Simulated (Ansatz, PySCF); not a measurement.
H₂Si, SMILES [SiH2] (connectivity only; charge and spin as stated), charge +1, multiplicity 2. Atoms are numbered in the order given.

```xyz
3

Si     0.0000     0.0000    -0.1782
H      0.0000    -1.2898     0.5700
H      0.0000     1.2898     0.5700
```
Charge +1, spin multiplicity 2.

Geometry optimised at PBE0-D3(BJ)/def2-TZVPD. The isomer is the one that the SMILES or the coordinates give; other isomers of the formula were not compared.

Two levels are set side by side: PBE-D3(BJ)/def2-TZVPD (Ansatz, a program for electronic structure) and PBE0-D3(BJ)/def2-TZVPD (Ansatz). Each level has its own optimised geometry; the coordinates shown are those of the second. Frequencies come from the Hessian of PySCF at each geometry. Differences are taken from unrounded values.

```json
[
 {"quantity": "mean bond length (Å)", "PBE0-D3(BJ)": "1.491"},
 {"quantity": "bond Si1–H2 (Å)", "PBE0-D3(BJ)": "1.491"},
 {"quantity": "bond Si1–H3 (Å)", "PBE0-D3(BJ)": "1.491"},
 {"quantity": "highest harmonic wavenumber (cm⁻¹)", "PBE0-D3(BJ)": "2236"},
 {"quantity": "mean harmonic wavenumber (cm⁻¹)", "PBE0-D3(BJ)": "1763"},
 {"quantity": "zero-point energy (kcal/mol)", "PBE0-D3(BJ)": "7.56"}
]
```

Question: What does PBE-D3(BJ) give, and how far is it from PBE0-D3(BJ)? (The exact figures need the calculation; the answer reports its results.)

Answer: 
```tsv
quantity	PBE-D3(BJ)	PBE-D3(BJ) minus PBE0-D3(BJ)
mean bond length (Å)	1.505	0.014
bond Si1–H2 (Å)	1.505	0.014
bond Si1–H3 (Å)	1.505	0.014
highest harmonic wavenumber (cm⁻¹)	2153	-82
mean harmonic wavenumber (cm⁻¹)	1697	-66
zero-point energy (kcal/mol)	7.28	-0.28
```

Exact exchange shortens and stiffens bonds; PBE has none. Differences between two approximate levels are no errors against the true value.
